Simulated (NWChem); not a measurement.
Everything below was run with NWChem. System: C$_{2}$H$_{7}$N, charge 1, spin multiplicity 2, at the geometry of a parent with another charge or spin, in a state set for the comparison that need not be this species' ground state. Its SCF solution wasn't tested for a lower state. Level: UHF/def2-TZVP.

Job file:

```
start mol
memory heap 200 mb stack 900 mb global 1100 mb
charge 1
geometry units angstroms nocenter noautoz noautosym
  C      1.189862     0.447027     0.011303
  C      0.040783    -0.549750    -0.100392
  N     -1.248409     0.128983     0.001725
  H      2.164973    -0.050799    -0.112107
  H      1.094044     1.233078    -0.753937
  H      1.192235     0.940224     0.998944
  H      0.190738    -1.357536     0.650916
  H      0.085684    -1.044018    -1.086936
  H     -2.013018    -0.537410    -0.109208
  H     -1.359664     0.529916     0.934784
end
basis spherical
  * library def2-tzvp
end
scf
  uhf
  nopen 1
  maxiter 100
  thresh 1e-7
  semidirect memsize 60000000 filesize 0
  # guess.movecs holds the orbitals of an unrestricted PBE0 run
  vectors input guess.movecs output mol.movecs
end
task scf energy
```

Output (cleaned and shortened):

```
             Northwest Computational Chemistry Package (NWChem) 7.3.0
             --------------------------------------------------------

                                NWChem Input Module
                                -------------------

 Scaling coordinates for geometry "geometry" by  1.889725989
 (inverse scale =  0.529177249)

                             Geometry "geometry" -> ""
                             -------------------------

 Output coordinates in angstroms (scale by  1.889725989 to convert to a.u.)

  No.       Tag          Charge          X              Y              Z
 ---- ---------------- ---------- -------------- -------------- --------------
    1 C                    6.0000     1.18986200     0.44702700     0.01130300
    2 C                    6.0000     0.04078300    -0.54975000    -0.10039200
    3 N                    7.0000    -1.24840900     0.12898300     0.00172500
    4 H                    1.0000     2.16497300    -0.05079900    -0.11210700
    5 H                    1.0000     1.09404400     1.23307800    -0.75393700
    6 H                    1.0000     1.19223500     0.94022400     0.99894400
    7 H                    1.0000     0.19073800    -1.35753600     0.65091600
    8 H                    1.0000     0.08568400    -1.04401800    -1.08693600
    9 H                    1.0000    -2.01301800    -0.53741000    -0.10920800
   10 H                    1.0000    -1.35966400     0.52991600     0.93478400

 Effective nuclear repulsion energy (a.u.)      82.6529129475

            Nuclear Dipole moment (a.u.)
            ----------------------------
        X                 Y               Z
 ---------------- ---------------- ----------------
    -0.0000018897    -0.0000037795    -0.0000056692


 Summary of "ao basis" -> "" (spherical)
 ------------------------------------------------------------------------------
       Tag                 Description            Shells   Functions and Types
 ---------------- ------------------------------  ------  ---------------------
 *                         def2-tzvp                  on all atoms

 Summary of "ao basis" -> "ao basis" (spherical)
 ------------------------------------------------------------------------------
       Tag                 Description            Shells   Functions and Types
 ---------------- ------------------------------  ------  ---------------------
 C                         def2-tzvp                11       31   5s3p2d1f
 N                         def2-tzvp                11       31   5s3p2d1f
 H                         def2-tzvp                 4        6   3s1p

                                 NWChem SCF Module
                                 -----------------

  ao basis        = "ao basis"
  functions       =   135
  atoms           =    10
  alpha electrons =    13
  beta  electrons =    12
  charge          =   1.00
  wavefunction    = UHF
  use symmetry    = F
  symmetry adapt  = F

 Summary of "ao basis" -> "ao basis" (spherical)
 ------------------------------------------------------------------------------
       Tag                 Description            Shells   Functions and Types
 ---------------- ------------------------------  ------  ---------------------
 C                         def2-tzvp                11       31   5s3p2d1f
 N                         def2-tzvp                11       31   5s3p2d1f
 H                         def2-tzvp                 4        6   3s1p

 Forming initial guess at       0.0s

 Starting SCF solution at       0.0s

 ----------------------------------------------
         Quadratically convergent UHF

 Convergence threshold     :          1.000E-07
 Maximum no. of iterations :          100
 Integral*density screening:          1.000E-09
 ----------------------------------------------

              iter       energy          gnorm     gmax       time
             ----- ------------------- --------- --------- --------
                 1     -133.9752790494  5.09D-01  8.81D-02      2.8
                 2     -134.0002691811  4.28D-02  8.19D-03      4.2
                 3     -134.0006800052  1.73D-03  3.37D-04      5.6
                 4     -134.0006812958  1.98D-06  5.15D-07      8.9
                 5     -134.0006812958  5.39D-09  1.42D-09     11.8

       Final UHF  results
       ------------------

         Total SCF energy =   -134.000681295844
      One electron energy =   -337.324264094896
      Two electron energy =    120.670669851546
 Nuclear repulsion energy =     82.652912947506

                       Sz =      0.5000
                 Sz(Sz+1) =      0.7500
                      S^2 =      0.7620

        Time for solution =     11.8s

          Final alpha eigenvalues
          -----------------------

              1
    1  -15.9650
    2  -11.5003
    3  -11.4122
    4   -1.5631
    5   -1.2348
    6   -1.0735
    7   -1.0061
    8   -0.9649
    9   -0.8841
   10   -0.8003
   11   -0.7372
   12   -0.7177
   13   -0.6959
   14   -0.0831
   15   -0.0286
   16   -0.0106
   17    0.0239
   18    0.0385
   19    0.0590
   20    0.0751
   21    0.0896
   22    0.1116
   23    0.1462

          Final beta eigenvalues
          ----------------------

              1
    1  -15.9286
    2  -11.5020
    3  -11.4117
    4   -1.4660
    5   -1.2180
    6   -1.0616
    7   -0.9797
    8   -0.8917
    9   -0.8180
   10   -0.7357
   11   -0.7181
   12   -0.6966
   13   -0.2279
   14   -0.0764
   15   -0.0217
   16   -0.0069
   17    0.0259
   18    0.0416
   19    0.0605
   20    0.0808
   21    0.0945
   22    0.1165
   23    0.1483
[...]
 Vector   13  Occ=1.000000D+00  E=-6.959170D-01
              MO Center=  7.7D-01,  2.2D-01,  6.8D-03, r^2= 2.3D+00
   Bfn.  Coefficient  Atom+Function         Bfn.  Coefficient  Atom+Function
  ----- ------------  ---------------      ----- ------------  ---------------
     8      0.252339   1 C  pz               11      0.222298   1 C  pz
   107      0.193785   6 H  s                39     -0.177167   2 C  pz
   101     -0.177141   5 H  s                42     -0.167053   2 C  pz

 Vector   14  Occ=0.000000D+00  E=-8.311392D-02
              MO Center= -1.6D+00, -2.1D-01,  5.7D-01, r^2= 4.9D+00
   Bfn.  Coefficient  Atom+Function         Bfn.  Coefficient  Atom+Function
  ----- ------------  ---------------      ----- ------------  ---------------
    67      1.567155   3 N  s               126     -1.239189   9 H  s
    36      1.182152   2 C  s               132     -1.161085  10 H  s
   114     -0.697167   7 H  s                 5      0.599237   1 C  s
   120     -0.515460   8 H  s               108     -0.405751   6 H  s
    74     -0.331296   3 N  px               76      0.323198   3 N  pz

 Vector   15  Occ=0.000000D+00  E=-2.855060D-02
              MO Center= -1.4D+00, -1.3D-01,  5.6D-01, r^2= 5.6D+00
   Bfn.  Coefficient  Atom+Function         Bfn.  Coefficient  Atom+Function
  ----- ------------  ---------------      ----- ------------  ---------------
     5      2.073034   1 C  s               126      1.581340   9 H  s
   132     -1.549343  10 H  s                36     -1.108441   2 C  s
   108     -0.960406   6 H  s                75      0.588142   3 N  py
    76      0.511363   3 N  pz              120      0.492787   8 H  s
   102     -0.471957   5 H  s                44     -0.415870   2 C  py

 Vector   16  Occ=0.000000D+00  E=-1.062077D-02
              MO Center=  4.3D-01, -7.2D-01, -1.7D-01, r^2= 6.9D+00
   Bfn.  Coefficient  Atom+Function         Bfn.  Coefficient  Atom+Function
  ----- ------------  ---------------      ----- ------------  ---------------
    36      3.473425   2 C  s                 5      2.168185   1 C  s
   120     -2.008557   8 H  s               114     -1.748583   7 H  s
    67     -1.475078   3 N  s               102     -1.074375   5 H  s
    96     -1.047615   4 H  s               108     -0.982452   6 H  s
   132      0.679956  10 H  s                44     -0.655013   2 C  py

                     UHF Final Beta Molecular Orbital Analysis
                     -----------------------------------------

 Vector   10  Occ=1.000000D+00  E=-7.357341D-01
              MO Center=  8.5D-01,  2.2D-02, -5.0D-02, r^2= 2.0D+00
   Bfn.  Coefficient  Atom+Function         Bfn.  Coefficient  Atom+Function
  ----- ------------  ---------------      ----- ------------  ---------------
     6      0.282105   1 C  px                9      0.243275   1 C  px
    95      0.194760   4 H  s                37     -0.182854   2 C  px
    40     -0.166094   2 C  px               38     -0.164153   2 C  py
    41     -0.151797   2 C  py

 Vector   11  Occ=1.000000D+00  E=-7.180643D-01
              MO Center=  1.0D+00,  2.7D-01, -8.3D-02, r^2= 1.9D+00
   Bfn.  Coefficient  Atom+Function         Bfn.  Coefficient  Atom+Function
  ----- ------------  ---------------      ----- ------------  ---------------
     7      0.280467   1 C  py               10      0.243456   1 C  py
   101      0.172804   5 H  s                95     -0.170110   4 H  s
    38     -0.160225   2 C  py

 Vector   12  Occ=1.000000D+00  E=-6.965913D-01
              MO Center=  8.1D-01,  2.8D-01,  3.1D-02, r^2= 2.2D+00
   Bfn.  Coefficient  Atom+Function         Bfn.  Coefficient  Atom+Function
  ----- ------------  ---------------      ----- ------------  ---------------
     8      0.261553   1 C  pz               11      0.230154   1 C  pz
   107      0.209368   6 H  s                39     -0.176945   2 C  pz
    42     -0.170308   2 C  pz              101     -0.168357   5 H  s

 Vector   13  Occ=0.000000D+00  E=-2.279390D-01
              MO Center= -1.1D+00,  1.4D-01, -6.9D-02, r^2= 1.7D+00
   Bfn.  Coefficient  Atom+Function         Bfn.  Coefficient  Atom+Function
  ----- ------------  ---------------      ----- ------------  ---------------
    75      0.345106   3 N  py               76     -0.309102   3 N  pz
    69      0.219612   3 N  py               70     -0.212289   3 N  pz
    72      0.205209   3 N  py               67      0.195435   3 N  s
    73     -0.193527   3 N  pz              114      0.191203   7 H  s
     5     -0.166457   1 C  s

 Vector   14  Occ=0.000000D+00  E=-7.637767D-02
              MO Center= -1.6D+00, -2.3D-01,  5.5D-01, r^2= 5.2D+00
   Bfn.  Coefficient  Atom+Function         Bfn.  Coefficient  Atom+Function
  ----- ------------  ---------------      ----- ------------  ---------------
    67      1.611081   3 N  s                36      1.301136   2 C  s
   126     -1.254366   9 H  s               132     -1.164108  10 H  s
   114     -0.775949   7 H  s                 5      0.690349   1 C  s
   120     -0.587662   8 H  s               108     -0.458646   6 H  s
    76      0.345765   3 N  pz               74     -0.338336   3 N  px

 Vector   15  Occ=0.000000D+00  E=-2.169710D-02
              MO Center= -1.3D+00, -1.2D-01,  5.4D-01, r^2= 5.9D+00
   Bfn.  Coefficient  Atom+Function         Bfn.  Coefficient  Atom+Function
  ----- ------------  ---------------      ----- ------------  ---------------
     5      2.150466   1 C  s               132     -1.577754  10 H  s
   126      1.568892   9 H  s                36     -1.359817   2 C  s
   108     -1.029572   6 H  s               120      0.694417   8 H  s
    75      0.578040   3 N  py               76      0.489269   3 N  pz
   102     -0.480014   5 H  s                44     -0.375920   2 C  py

 center of mass
 --------------
 x =  -0.05654451 y =   0.01194010 z =  -0.02174037

 moments of inertia (a.u.)
 ------------------
          58.671992304210         -22.351195062366           2.989453496325
         -22.351195062366         201.282880579430          -5.557212134421
           2.989453496325          -5.557212134421         229.828326481841

  Mulliken analysis of the total density
  --------------------------------------

    Atom       Charge   Shell Charges
 -----------   ------   -------------------------------------------------------
    1 C    6     6.35   0.85  1.12  0.47  0.68  0.11  1.25  1.42  0.36  0.02  0.05  0.00
    2 C    6     6.16   0.85  1.12  0.47  0.68  0.07  1.22  1.33  0.27  0.03  0.09  0.01
    3 N    7     7.06   0.82  1.16  0.54  0.88  0.09  1.44  1.65  0.41  0.01  0.05  0.00
    4 H    1     0.82   0.26  0.48  0.07  0.02
    5 H    1     0.84   0.26  0.48  0.08  0.02
    6 H    1     0.86   0.26  0.49  0.09  0.02
    7 H    1     0.78   0.25  0.45  0.06  0.02
    8 H    1     0.81   0.26  0.47  0.06  0.02
    9 H    1     0.66   0.25  0.36  0.02  0.03
   10 H    1     0.66   0.25  0.36  0.02  0.03

  Mulliken analysis of the alpha density
  --------------------------------------

    Atom       Charge   Shell Charges
 -----------   ------   -------------------------------------------------------
    1 C    6     3.18   0.43  0.56  0.24  0.34  0.06  0.63  0.71  0.18  0.01  0.03  0.00
    2 C    6     3.03   0.43  0.56  0.23  0.33  0.03  0.60  0.64  0.12  0.01  0.05  0.00
    3 N    7     4.05   0.41  0.58  0.30  0.47  0.04  0.92  1.04  0.26  0.00  0.02  0.00
    4 H    1     0.41   0.13  0.24  0.03  0.01
    5 H    1     0.42   0.13  0.24  0.04  0.01
    6 H    1     0.43   0.13  0.24  0.04  0.01
    7 H    1     0.44   0.14  0.25  0.03  0.01
    8 H    1     0.41   0.13  0.24  0.03  0.01
    9 H    1     0.31   0.12  0.17  0.01  0.02
   10 H    1     0.31   0.12  0.17  0.01  0.02

   Mulliken analysis of the beta density
   -------------------------------------

    Atom       Charge   Shell Charges
 -----------   ------   -------------------------------------------------------
    1 C    6     3.17   0.43  0.56  0.23  0.34  0.06  0.62  0.71  0.18  0.01  0.03  0.00
    2 C    6     3.12   0.43  0.56  0.24  0.35  0.04  0.62  0.69  0.14  0.01  0.04  0.00
    3 N    7     3.00   0.41  0.58  0.24  0.41  0.04  0.52  0.61  0.16  0.00  0.03  0.00
    4 H    1     0.41   0.13  0.24  0.03  0.01
    5 H    1     0.42   0.13  0.24  0.04  0.01
    6 H    1     0.43   0.13  0.24  0.04  0.01
    7 H    1     0.35   0.11  0.20  0.02  0.01
    8 H    1     0.40   0.13  0.23  0.03  0.01
    9 H    1     0.34   0.13  0.19  0.01  0.02
   10 H    1     0.35   0.13  0.19  0.01  0.02

   Mulliken analysis of the spin density
   -------------------------------------

    Atom       Charge   Shell Charges
 -----------   ------   -------------------------------------------------------
    1 C    6     0.02   0.00 -0.00  0.00  0.00  0.00  0.01  0.01  0.00 -0.00 -0.00 -0.00
    2 C    6    -0.09  -0.00  0.00 -0.00 -0.01 -0.01 -0.02 -0.04 -0.02  0.00  0.01  0.00
    3 N    7     1.05   0.00 -0.00  0.05  0.06  0.00  0.40  0.44  0.10 -0.00 -0.01 -0.00
    4 H    1    -0.00  -0.00 -0.00 -0.00  0.00
    5 H    1     0.00  -0.00 -0.00  0.00 -0.00
    6 H    1    -0.00  -0.00 -0.00 -0.00  0.00
    7 H    1     0.09   0.03  0.05  0.01 -0.00
    8 H    1     0.01   0.00  0.01  0.00 -0.00
    9 H    1    -0.03  -0.01 -0.03 -0.00  0.00
   10 H    1    -0.03  -0.01 -0.03 -0.00  0.00

       Multipole analysis of the density wrt the origin
       ------------------------------------------------

     L   x y z        total         alpha         beta         nuclear
     -   - - -        -----         -----         ----         -------
     0   0 0 0      1.000000    -13.000000    -12.000000     26.000000

     1   1 0 0     -1.474764      0.358075     -1.832837     -0.000002
     1   0 1 0     -0.325473     -0.333318      0.007849     -0.000004
     1   0 0 1      0.356698      0.278496      0.078208     -0.000006

     2   2 0 0     -5.917614    -64.155093    -58.409192    116.646670
     2   1 1 0      0.402778     -6.752374     -8.209942     15.365094
     2   1 0 1     -1.071063      0.634881      1.349645     -3.055589
     2   0 2 0    -11.941524    -22.863997    -21.354187     32.276660
     2   0 1 1      0.539933     -1.461168     -2.225129      4.226230
     2   0 0 2    -12.109732    -13.855448    -13.006372     14.752087

 Task  times  cpu:       11.8s     wall:       11.8s

 Total times  cpu:       11.9s     wall:       11.9s
```
